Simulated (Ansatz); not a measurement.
This geometry of C2H7NO2 (12 atoms, charge 0, multiplicity 1) is a first-order saddle point.

All numbers below come from RKS revPBE/def2-SVP in Ansatz.

```xyz
12
Properties=species:S:1:pos:R:3
N -1.204 0.199 0.924
C -0.536 -0.956 0.410
O 0.148 -0.816 -0.852
C 1.176 0.159 -0.855
O 0.726 1.467 -1.125
H -2.050 0.551 0.479
H -0.780 0.781 1.641
H -1.255 -1.780 0.217
H 0.187 -1.298 1.189
H 1.872 -0.111 -1.677
H 1.739 0.106 0.119
H 0.055 1.645 -0.436
```

Task: Which two structures does it join? (They come from a converged band through this point; their orientation in space is the band's.)

Result: No bond is made or broken. The height of N1 over the plane of its neighbours goes from 0.38 to -0.36 Å.

Initial state:

```xyz
12
Properties=species:S:1:pos:R:3
N -1.061 0.365 0.881
C -0.443 -0.895 0.426
O 0.090 -0.780 -0.873
C 1.139 0.195 -0.978
O 0.683 1.512 -1.038
H -1.984 0.493 0.444
H -1.207 0.351 1.898
H -1.149 -1.757 0.377
H 0.355 -1.145 1.172
H 1.664 -0.028 -1.930
H 1.852 0.026 -0.123
H 0.137 1.607 -0.221
```

Final state:

```xyz
12
Properties=species:S:1:pos:R:3
N -1.135 -0.338 1.490
C -0.634 -1.017 0.319
O -0.242 -0.212 -0.811
C 1.002 0.460 -0.670
O 1.262 1.210 -1.816
H -1.898 0.304 1.243
H -0.409 0.213 1.963
H -1.435 -1.670 -0.085
H 0.217 -1.667 0.631
H 1.844 -0.270 -0.572
H 0.988 1.098 0.258
H 0.517 1.833 -1.916
```

Task: How far does it lie above each of them?

Result: 0.184 eV above the first and 0.040 eV above the second. This is the barrier of this one path; another mechanism may lie lower.

Run time: 110 s on 2 threads of Intel(R) Xeon(R) 6975P-C (Granite Rapids), on a shared host, peak memory 0.16 GiB.
